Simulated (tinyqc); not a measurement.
A ladder of methods, and size consistency: correlation methods against full CI in the sto-6g basis, for H2O, spin multiplicity 1. Computed by the program tinyqc with PySCF. Command: `OMP_NUM_THREADS=1 python tinyqc.py 115737 115738 out.jsonl`; one thread of a shared host (Intel(R) Xeon(R) Processor @ 2.60GHz), about 1 s.

Geometry (angstrom):
```
atom       x        y       z
O     0.0000   0.0000  0.0000
H     0.0000   0.7700  0.5290
H     0.0000  -0.7700  0.5290
```

RHF energy of one = -75.670982 hartree

All electrons correlated; +Q is the Davidson correction (1 - c0^2) E_corr. The last columns treat two copies 100 angstrom apart as one system. FCI is the lowest singlet.

Correlation energies (hartree):
```
method   E_corr of one  share of FCI (%)  E_corr of two at 100 angstrom  two minus twice one (mhartree)
MP2           -0.03318            71.794                       -0.06635                           0.000
CISD          -0.04560            98.681                       -0.08920                           2.007
CISD+Q        -0.04665           100.956                       -0.09303                           0.275
CCSD          -0.04609            99.735                       -0.09218                           0.000
CCSD(T)       -0.04617            99.899                       -0.09233                           0.000
FCI           -0.04621           100.000                              -                               -
```

MP2 recovers 72 %, CISD 98.7 % and CCSD 99.7 % of the FCI value (c0^2 = 0.977 in CISD). MP2 and coupled cluster are size consistent, so their last column vanishes; CISD loses 2.01 mhartree, since a double excitation on each copy is a quadruple of the pair, and the Davidson correction leaves +0.27.
